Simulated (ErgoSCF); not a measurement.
**One shape, several levels: BF (SMILES [B]F)**

We compute a comparison of 6 runs (HF/STO-3G, HF/3-21G, HF/6-31G**, B3LYP/6-31G*, PBE0/def2-SVP, BP86/6-31+G*) of BF. 

The calculation is run with ErgoSCF 3.8.

4 further runs of the same task are left out: 1 that didn't finish, 3 set aside as unsound or not needed.

## Step 1: The system as given

BF has 2 atoms, charge 0, and is taken as a singlet. SMILES: `[B]F`. The shape is that of a GFN2-xTB optimisation.

Bond lengths: B1–F2 1.244 Å.

## Step 2: A single-point energy at HF/STO-3G (run 1)

ergo.in

```
# BF, HF
set_nthreads(1)
spin_polarization = 0
basis = "STO-3G"
charge = 0
scf.use_diagonalization = 1
scf.max_number_of_iterations = 120
tmpdir = "."
scf.output_mulliken_pop = 1
molecule_inline
B      0.00000000     0.00000000     0.00000000
F      0.00000000     0.00000000     2.35155629
EOF
run "HF"
```

The basis set STO-3G is read from a file made from the Basis Set Exchange's data (not shown).

Command:

```bash
ergo < ergo.in
```

What it wrote:

```text
[...]
INSC SCF_general constructor, number of basis functions: 10
[...]
INSC Energy   1 =       -102.45317259336
[...]
INDE E_LUMO =          0.33311513464
[...]
INSC Energy   9 =       -122.35663141054  ( diff     -0.000000000018645 )
[...]
RESC CONVERGED after   9 iterations.
RESC FINAL ENERGY:       -122.35663141054
[...]
INSC SCF: dipole_moment_x [atomic units] =       0.00000000
INSC SCF: dipole_moment_y [atomic units] =      -0.00000000
INSC SCF: dipole_moment_z [atomic units] =       0.46057009
[...]
```

Run time: 0.4 s. Hardware: 1 thread of Arm Neoverse V2, shared host; peak memory 0.26 GiB.

## Step 3: The energy at HF/3-21G (run 2)

molecule.xyz

```xyz
2

B      0.000000     0.000000     0.000000
F      0.000000     0.000000     1.244390
```

input.ego

```
set_nthreads("env")
scf.use_diagonalization = 1
scf.output_mulliken_pop = 1
tmpdir = "."
basis = "3-21G"
scf.max_number_of_iterations = 120
molecule "molecule.xyz"
run "HF"
```

The basis set 3-21G is read from a file made from the Basis Set Exchange's data (not shown).

Command:

```bash
ergo input.ego
```

What it wrote:

```text
[...]
INSC SCF_general constructor, number of basis functions: 18
[...]
INSC Energy   1 =        -76.99161896305
[...]
INDE E_LUMO =          0.12269871659
[...]
INSC Energy  15 =       -123.42962638924  ( diff     -0.000000000003467 )
[...]
RESC CONVERGED after  15 iterations.
RESC FINAL ENERGY:       -123.42962638924
[...]
INSC SCF: dipole_moment_x [atomic units] =       0.00000000
INSC SCF: dipole_moment_y [atomic units] =       0.00000000
INSC SCF: dipole_moment_z [atomic units] =       0.34144785
[...]
```

Run time: 0.48 s. Hardware: 1 thread of Arm Neoverse V2, shared host; peak memory 0.26 GiB.

Runs 3 to 5 aren't shown in full; the table further down has their settings and results.

## Step 4: A single-point energy at BP86/6-31+G(d) (spherical functions) (run 6)

run.inp

```
set_nthreads("env")
molecule_inline
B      0.00000000     0.00000000     0.00000000
F      0.00000000     0.00000000     2.35155629
EOF
scf.output_mulliken_pop = 1
scf.use_diagonalization = 1
basis = "6-31+G*"
XC.radint = 1e-11
scf.max_number_of_iterations = 120
tmpdir = "."
XC.sparse_mode = 0
XC.angint = 41
run "BP86"
```

The basis set 6-31+G* is read from a file made from the Basis Set Exchange's data (not shown).

Command:

```bash
ergo < run.inp
```

What it wrote:

```text
[...]
INDF Weighted mixed functional:
[...]
INSC Energy   1 =        -52.49208952282
[...]
INDE E_LUMO =         -0.07570043265
[...]
INSC Energy  26 =       -124.65495546735  ( diff      0.000000000000000 )
[...]
RESC CONVERGED after  26 iterations.
RESC FINAL ENERGY:       -124.65495546735
[...]
INSC SCF: dipole_moment_x [atomic units] =       0.00000000
INSC SCF: dipole_moment_y [atomic units] =       0.00000000
INSC SCF: dipole_moment_z [atomic units] =       0.44704079
[...]
```

Run time: 2.5 s. Hardware: 1 thread of Arm Neoverse V2, shared host; peak memory 0.26 GiB.

## Step 5: Overview of the runs

```
run                               level  integration grid  radint  energy (Eh)  dipole moment (D)  wall time
  1                           HF/STO-3G                 –       –  -122.356631               1.17      0.4 s
  2                            HF/3-21G                 –       –  -123.429626               0.87     0.48 s
  3    HF/6-31G** (spherical functions)                 –       –  -124.100934               0.97      1.2 s
  4  B3LYP/6-31G* (spherical functions)             Turbo   1e-11  -124.655377               1.18      1.7 s
  5                       PBE0/def2-SVP             Turbo   1e-11  -124.426731               1.29      1.6 s
  6  BP86/6-31+G* (spherical functions)             Turbo   1e-11  -124.654955               1.14      2.5 s
```

## Step 6: Results

| quantity | value |
| --- | --- |
| run 6: total energy | -124.65496 Eh |
| run 6: dipole moment | 1.14 D |

What this shows: The dipole moment (its size) runs from 0.87 D (HF/3-21G) to 1.29 D (PBE0/def2-SVP). The two ends differ in method and basis. Totals of different functionals can't be ranked against each other. In run 1 the basis is minimal, so the values are rough. All runs together took 7.9 s, the longest 2.5 s.
